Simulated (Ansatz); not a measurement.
# AlClH2: molecular dynamics, part 2 of 2

Aim: follow the molecule's vibrations and see whether its bonds hold. The start is relaxed first. Runs: 100 steps of 0.25 fs under a Langevin thermostat at 700 K; 100 steps of 1 fs at constant energy, with velocities drawn for 50 K; 100 steps of 0.5 fs under a Nosé-Hoover thermostat at 300 K.

Ansatz 0.2.0; RKS PBE-D4/def2-TZVP. The steps go on from the part before.

**12. The log goes on: dynamics from the start**

The log, continued (excerpt; [...] marks lines left out):

```text
md step    51: t =    25.50 fs  T =   217.0 K  F+E_penalty+E_count = -19145.09689117 eV  E_kin = 0.056109 eV  conserved = -19145.04089264 eV  (24 SCF iters)
[...]
md step    63: t =    31.50 fs  T =   134.9 K  F+E_penalty+E_count = -19145.07536401 eV  E_kin = 0.034880 eV  conserved = -19145.04069146 eV  (21 SCF iters)
[...]
md step    75: t =    37.50 fs  T =   151.4 K  F+E_penalty+E_count = -19145.07959446 eV  E_kin = 0.039129 eV  conserved = -19145.04079117 eV  (24 SCF iters)
[...]
md step    87: t =    43.50 fs  T =   187.5 K  F+E_penalty+E_count = -19145.08899048 eV  E_kin = 0.048480 eV  conserved = -19145.04092003 eV  (25 SCF iters)
[...]
md step    99: t =    49.50 fs  T =    72.1 K  F+E_penalty+E_count = -19145.05886483 eV  E_kin = 0.018649 eV  conserved = -19145.04072230 eV  (21 SCF iters)
[...]
md step   100: t =    50.00 fs  T =    91.4 K  F+E_penalty+E_count = -19145.06389913 eV  E_kin = 0.023636 eV  conserved = -19145.04077544 eV  (23 SCF iters)
Total energy: -19145.06393678 eV, -703.5681226863 hartree
Atom 0 at    -0.013148     0.006156    -0.004221 Å, force     0.986119    -0.207105     0.523317 eV/Å
Atom 1 at     0.005577    -0.000700     2.125129 Å, force    -0.170761     0.059486    -0.283402 eV/Å
Atom 2 at     1.432293    -0.079149    -0.660330 Å, force    -0.012864     0.089176     0.014205 eV/Å
Atom 3 at    -1.276502    -0.061021    -0.865833 Å, force    -0.802494     0.058443    -0.254119 eV/Å
Dipole moment:    -0.068221     0.045108    -0.241418 e Å
```

Wall time 1.8 min (2 threads of Arm Neoverse N1, shared host); peak memory 0.12 GiB.

**13. What the atoms did**

The trajectory, every 8 steps (energies from step 0):

| time (fs) | T (K) | potential energy change (meV/atom) | conserved energy change (meV/atom) |
| --- | --- | --- | --- |
| 0.0 | 300 | 0.0 | 0.00 |
| 4.0 | 144 | 10.2 | 0.06 |
| 8.0 | 172 | 8.3 | 0.02 |
| 12.0 | 57 | 15.7 | 0.06 |
| 16.0 | 115 | 12.0 | 0.02 |
| 20.0 | 119 | 11.7 | 0.05 |
| 24.0 | 146 | 10.0 | 0.05 |
| 28.0 | 229 | 4.6 | 0.01 |
| 32.0 | 149 | 9.8 | 0.06 |
| 36.0 | 221 | 5.2 | 0.02 |
| 40.0 | 85 | 14.0 | 0.07 |
| 44.0 | 195 | 6.9 | 0.01 |
| 48.0 | 61 | 15.6 | 0.07 |
| 50.0 | 91 | 13.7 | 0.05 |

time (fs), T (K) and a bar:
```
      0.0        300 ##############################
      2.0        238 #######################
      4.5        131 ############
      6.5        138 #############
      8.5        179 #################
     11.0        112 ##########
     13.0         21 
     15.0         62 ####
     17.5        164 ###############
     19.5        135 ############
     21.5         88 #######
     24.0        146 #############
     26.0        235 #######################
     28.5        210 ####################
     30.5        132 ############
     32.5        170 ################
     35.0        243 ########################
     37.0        176 #################
     39.0         94 ########
     41.5        119 ###########
     43.5        188 ##################
     45.5        169 ################
     48.0         61 ####
     50.0         91 ########
```

**14. Positions and forces**

Extended XYZ, with forces in eV/Å:

```xyz
4
time_fs=6.0 T=128 dE=0.0446
Al    0.008   -0.006    0.015   -0.877    0.211   -0.678
Cl   -0.003    0.001    2.111    0.087   -0.046    0.182
H     1.347    0.058   -0.825    0.134   -0.069    0.110
H    -1.466    0.056   -0.734    0.656   -0.096    0.385
4
time_fs=12.5 T=35 dE=0.0688
Al    0.008   -0.009    0.018    0.685    0.265   -0.222
Cl   -0.005    0.002    2.108    0.157   -0.076    0.320
H     1.324    0.093   -0.883    0.036   -0.126    0.277
H    -1.363    0.085   -0.640   -0.878   -0.064   -0.374
4
time_fs=19.0 T=149 dE=0.0391
Al    0.013   -0.008    0.017   -0.777    0.285   -0.460
Cl   -0.005    0.002    2.108    0.172   -0.069    0.302
H     1.327    0.082   -0.847    0.203   -0.095    0.058
H    -1.472    0.082   -0.631    0.403   -0.121    0.100
4
time_fs=25.0 T=195 dE=0.0274
Al    0.009   -0.004    0.010   -0.630    0.140   -0.278
Cl   -0.004    0.001    2.111    0.132   -0.033    0.178
H     1.387    0.036   -0.782   -0.050   -0.048    0.044
H    -1.495    0.041   -0.617    0.548   -0.059    0.057
4
time_fs=31.0 T=129 dE=0.0447
Al    0.000    0.002    0.000    0.986   -0.063    0.570
Cl   -0.002    0.000    2.116    0.051    0.020    0.013
H     1.434   -0.025   -0.704   -0.185    0.030   -0.019
H    -1.391   -0.021   -0.607   -0.853    0.013   -0.564
4
time_fs=37.5 T=151 dE=0.0389
Al   -0.001    0.007   -0.004   -0.685   -0.275    0.145
Cl    0.002   -0.001    2.121   -0.061    0.068   -0.165
H     1.434   -0.080   -0.635    0.123    0.082   -0.221
H    -1.463   -0.079   -0.747    0.624    0.125    0.241
4
time_fs=44.0 T=195 dE=0.0277
Al   -0.009    0.009   -0.006    0.224   -0.332    0.152
Cl    0.004   -0.001    2.125   -0.137    0.081   -0.268
H     1.454   -0.101   -0.638   -0.169    0.125   -0.032
H    -1.374   -0.092   -0.828    0.082    0.126    0.149
4
time_fs=50.0 T=91 dE=0.0546
Al   -0.013    0.006   -0.004    0.986   -0.207    0.523
Cl    0.006   -0.001    2.125   -0.171    0.059   -0.283
H     1.432   -0.079   -0.660   -0.013    0.089    0.014
H    -1.276   -0.061   -0.866   -0.802    0.058   -0.254
```

Reading of run 3. Against a set 300 K the second half averages 160 K with a spread of 57 K; 9 meV/atom has gone into potential energy, and a thermostat that acts over some 300 fs has not made it up in 50 fs. The conserved energy strays from its start by at most 0.08 meV/atom, 0.8 % of the mean kinetic energy, which is good for a step of 0.5 fs. The bonds all hold.

**15. Summary of results**

The summary covers parts 1 to 2.

```
                                     quantity                                    value
                      relaxation of the start                  3 moves, 0.116 eV lower
                                run 1: length                     100 steps of 0.25 fs
      run 1: temperature, first and last step                            525 and 306 K
              run 1: temperature, second half             mean 194 K, from 46 to 332 K
         run 1: potential energy, second half  +28 meV/atom from this run's first step
                run 1: bonds formed or broken                                        0
                                run 2: length                        100 steps of 1 fs
      run 2: temperature, first and last step                             50 and 124 K
              run 2: temperature, second half              mean 99 K, from 17 to 195 K
         run 2: potential energy, second half   -3 meV/atom from this run's first step
    run 2: largest change of the total energy                            0.05 meV/atom
                run 2: bonds formed or broken                                        0
                                run 3: length                      100 steps of 0.5 fs
      run 3: temperature, first and last step                             300 and 91 K
              run 3: temperature, second half             mean 160 K, from 55 to 248 K
         run 3: potential energy, second half   +9 meV/atom from this run's first step
run 3: largest change of the conserved energy                            0.08 meV/atom
                run 3: bonds formed or broken                                        0
```

In words: Mean temperatures of the second halves: 194 K, 99 K, 160 K. No bond formed or broke in any run. 50 fs on 4 atoms is far too short and small for converged averages. The nuclei move classically, without zero-point motion, which matters most for hydrogen.
